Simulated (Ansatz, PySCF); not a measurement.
Species: dihydrogen, H2, charge 0, multiplicity 1. SMILES: [H][H]
Geometry from a B3LYP-D3(BJ)/def2-TZVP (Ansatz, a first-principles code) optimisation:
```
H
H 1 0.7440
```
Charge 0, spin multiplicity 1.

Wanted: atomisation energy, in kcal/mol. Conventions: non-relativistic; atomisation electronic, to ground-state atoms; spin-orbit terms left out; frozen cores in correlated levels; open shells spin-unrestricted. Basis-set limits of correlation are two-point, X^-3; Hartree-Fock from the larger set (for Q and 5 zeta extrapolated as (X+1)exp(-9√X)). Ab initio and DFT rows: single points at B3LYP-D3(BJ) geometries (Ansatz).

```tsv
species	coefficient	E at HF/STO-3G (Ansatz), Eh	E at M06-2X/def2-TZVPD (PySCF), Eh
[H][H] (H2)	-1	-1.11653	-1.16852
H atom	+2	-0.46658	-0.49815
```

Coupled cluster (Ansatz) is a level with limits of its own, used here on species with T1 under 0.025 (0.045 for open shells) and stable references: CCSD(T)/CBS(cc-pVQZ,cc-pV5Z). Value to compare with, CCSD(T)/CBS(cc-pVQZ,cc-pV5Z) (Ansatz): 109.5 kcal/mol. 1 Eh = 627.5095 kcal/mol.

**Question.** Compute it at each level from the table, and compare with CCSD(T)/CBS(cc-pVQZ,cc-pV5Z) (Ansatz).

**Answer.** 
- HF/STO-3G: the sum of coefficient times E is 0.18337 Eh, or 115.07 kcal/mol. Result: 115.1 kcal/mol. Its difference against CCSD(T)/CBS(cc-pVQZ,cc-pV5Z) (Ansatz) is 5.6 kcal/mol.
- M06-2X/def2-TZVPD: the sum of coefficient times E is 0.17222 Eh, or 108.07 kcal/mol. Result: 108.1 kcal/mol. Its difference against CCSD(T)/CBS(cc-pVQZ,cc-pV5Z) (Ansatz) is -1.4 kcal/mol.
